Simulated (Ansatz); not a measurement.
**BN (boron nitride): levels of theory compared**

Aim: a comparison of 6 runs (U-r2SCAN0/6-31G, U-wB97X/6-31G, UBLYP/3-21G, UCAM-B3LYP/6-31G, RPA@PBE/6-31G, UCCSD/3-21G) of BN (boron nitride). 

The results are computed with Ansatz 0.2.0.

66 further runs of the same task are left out: 66 set aside as unsound or not needed.

## (1) The system as given

The species is BN (2 atoms), meant as a triplet with charge 0. SMILES: `B#N`. The N2–B1 distance was set to 2.537 Å, away from the relaxed value.

## (2) The energy at U-r2SCAN0/6-31G (run 1)

File in.yaml:

```yaml
basis:
  gaussian:
    orbitals: 6-31G
crystal:
  periodic: [false, false, false]
  atoms:
    - {symbol: B, position_ang: [0.000000, 0.000000, -1.268470]}
    - {symbol: N, position_ang: [0.000000, 0.000000, 1.268430]}
magnetization:
  spin_polarized: true
  initial_magnetization: 2
hamiltonian:
  xc: {name: r2SCAN0}
total_charge: 0
accuracy: high
```

Command:

```sh
$ ansatz run in.yaml --threads 1 --pin off --max-ram 2610MiB --events-out events.jsonl --progress --plain --runs-dir runs
```

Log:

```text
Warning: RAYON_NUM_THREADS=1 ignored (pool sized by the plan → 1); use --threads N
Functional definition: r2SCAN0
  name "r2SCAN0"
  parameter a = 0.25
  parameter k0 = 0.174
  parameter k1 = 0.065
  parameter a1 = 4.9479
  exchange = (1 - a)*r2scan_x(k0 = k0, k1 = k1, a1 = a1) + a*exact_x
  correlation = r2scan_c
415 factors; integrals over basis functions are off by at most 3.4e-9 eV
mean field evaluation 1: about -2147.5950 eV, gradient 2.5e1 eV
mean field evaluation 2: about -2031.5620 eV, gradient 9.9e1 eV
mean field evaluation 4: about -2151.9745 eV, gradient 1.8e1 eV
mean field evaluation 8: about -2155.0020 eV, gradient 1.3e-1 eV
mean field evaluation 16: about -2155.0008 eV, gradient 5.2e-4 eV
mean field evaluation 32: about -2155.3362 eV, gradient 5.9e-3 eV
mean field evaluation 64: about -2153.1085 eV, gradient 4.6e0 eV
mean field -2155.33619304 eV, -79.2071441549 hartree, gradient 5.5e-9 eV, S^2 2.593893; 5 other end points of the search recorded, 0 dependent functions left out
reference -2155.33619367 eV, -79.2071441780 hartree; 7, 5 occupied and 11, 13 virtual orbitals, 415 factors
Total energy: -2155.33619367 eV, -79.2071441780 hartree
```

Run time: 2.1 s. Hardware: 1 thread of AMD EPYC 9R45 (Zen 5), shared host; peak memory 0.16 GiB.

## (3) The energy at U-wB97X/6-31G (run 2)

File in.yaml:

```yaml
crystal:
  periodic: [false, false, false]
  atoms:
    - {symbol: B, position_ang: [0.000000, 0.000000, -1.268470]}
    - {symbol: "N", position_ang: [0.000000, 0.000000, 1.268430]}
basis:
  gaussian:
    orbitals: 6-31G
magnetization:
  spin_polarized: true
  initial_magnetization: 2
hamiltonian:
  xc: {name: wB97X}
accuracy: high
```

Command:

```sh
$ ansatz run in.yaml --threads 1 --pin off --max-ram 2610MiB --events-out events.jsonl --progress --plain --runs-dir runs
```

Log (excerpt; [...] marks lines left out):

```text
Warning: RAYON_NUM_THREADS=1 ignored (pool sized by the plan → 1); use --threads N
Functional definition: wB97X
  name "wB97X"
[...]
      + exact_x_lr(omega)
[...]
      + integral(e_c_pw_opposite_spin*poly(b97_u_opposite, 1, cos1, cos2, cos3, cos4))
415 factors; integrals over basis functions are off by at most 3.4e-9 eV
151 factors; integrals over basis functions are off by at most 1.3e-9 eV
[...]
mean field -2156.07803537 eV, -79.2344063578 hartree, gradient 3.3e-8 eV, S^2 2.594532; 4 other end points of the search recorded, 0 dependent functions left out
reference -2156.07803426 eV, -79.2344063168 hartree; 7, 5 occupied and 11, 13 virtual orbitals, 415 factors
Total energy: -2156.07803426 eV, -79.2344063168 hartree
```

Run time: 3.6 s. Hardware: 1 thread of AMD EPYC 9R45 (Zen 5), shared host; peak memory 0.22 GiB.

Run 3 isn't shown in full; the table further down has it.

## (4) The energy at UCAM-B3LYP/6-31G (run 4)

File molecule.yaml:

```yaml
basis:
  gaussian:
    orbitals: 6-31G
crystal:
  periodic: [false, false, false]
  atoms:
    - {symbol: B, position_ang: [0.000000, 0.000000, -1.268470]}
    - {symbol: N, position_ang: [0.000000, 0.000000, 1.268430]}
magnetization:
  spin_polarized: true
  initial_magnetization: 2
hamiltonian:
  xc: {name: CAM-B3LYP}
accuracy: high
```

Command:

```sh
$ ansatz run molecule.yaml --threads 1 --pin off --max-ram 2610MiB --events-out events.jsonl --progress --plain --runs-dir runs
```

Log (excerpt; [...] marks lines left out):

```text
Warning: RAYON_NUM_THREADS=1 ignored (pool sized by the plan → 1); use --threads N
Functional definition: CAM-B3LYP
  name "CAM-B3LYP"
[...]
415 factors; integrals over basis functions are off by at most 3.4e-9 eV
166 factors; integrals over basis functions are off by at most 1.8e-9 eV
[...]
mean field -2155.45958575 eV, -79.2116787534 hartree, gradient 2.4e-8 eV, S^2 2.547929; 4 other end points of the search recorded, 0 dependent functions left out
reference -2155.45959748 eV, -79.2116791844 hartree; 7, 5 occupied and 11, 13 virtual orbitals, 415 factors
Total energy: -2155.45959748 eV, -79.2116791844 hartree
```

Run time: 0.82 s. Hardware: 1 thread of AMD EPYC 9R45 (Zen 5), shared host.

Run 5 isn't shown in full; the table further down has it.

## (5) A single-point energy at UCCSD/3-21G (run 6)

File input.yaml:

```yaml
crystal:
  periodic: [false, false, false]
  atoms:
    - {symbol: B, position_ang: [0.000000, 0.000000, -1.268470]}
    - {symbol: "N", position_ang: [0.000000, 0.000000, 1.268430]}
basis:
  gaussian:
    orbitals: 3-21G.json
magnetization:
  spin_polarized: true
  initial_magnetization: 2
correlation:
  method: ccsd
  frozen_orbitals: {B: 1, "N": 1}
accuracy: high
scf:
  omitted_lower_state_checks: [cluster_reference, increment]
```

The basis set 3-21G is read from a file made from the Basis Set Exchange's data (not shown).

Command:

```sh
$ ansatz run input.yaml --threads 1 --pin off --max-ram 2610MiB --events-out events.jsonl --progress --plain --runs-dir runs
```

Log:

```text
Warning: RAYON_NUM_THREADS=1 ignored (pool sized by the plan → 1); use --threads N
[... 18 lines left out ...]
2 core orbitals not correlated: weight in the atoms' cores, before any rotation towards them, 1.000 or more for the frozen orbitals, at most 0.000 for the correlated occupied ones
[... 52 lines left out ...]
Total energy: -2137.97710376 eV, -78.5692093903 hartree
Checks for a lower state left out: cluster_reference, increment
```

It took 0.28 s on 1 thread of AMD EPYC 9R45 (Zen 5), shared host.

## (6) Overview of the runs

| run | level | frozen core orbitals | energy (Eh) | ⟨S²⟩ | wall time |
| --- | --- | --- | --- | --- | --- |
| 1 | U-r2SCAN0/6-31G | – | -79.207144 | 2.594 | 2.1 s |
| 2 | U-wB97X/6-31G | – | -79.234406 | 2.595 | 3.6 s |
| 3 | UBLYP/3-21G | – | -78.818780 | 2.210 | 0.5 s |
| 4 | UCAM-B3LYP/6-31G | – | -79.211679 | 2.548 | 0.82 s |
| 5 | RPA@PBE/6-31G | 2 | -79.073029 | 2.218 | 0.98 s |
| 6 | UCCSD/3-21G | 2 | -78.569209 | 3.024 | 0.28 s |

## (7) Summary of results

| quantity | value |
| --- | --- |
| run 6: total energy | -78.56921 Eh |
| run 6: correlation energy (2 core orbitals frozen) | -75.8 mEh |
| run 6: ⟨S²⟩ of the reference determinant | 3.024 |
| run 6: T1 diagnostic | 0.022 |

**Reading.** Totals of different functionals can't be ranked against each other. Spin contamination of the reference: run 6 ⟨S²⟩ = 3.02, run 2 ⟨S²⟩ = 2.59, run 1 ⟨S²⟩ = 2.59, run 4 ⟨S²⟩ = 2.55, run 5 ⟨S²⟩ = 2.22, run 3 ⟨S²⟩ = 2.21. Where it is this large, the reference is a mixture of spin states, and values that rest on it are in doubt. All runs together took 8.3 s, the longest 3.6 s.
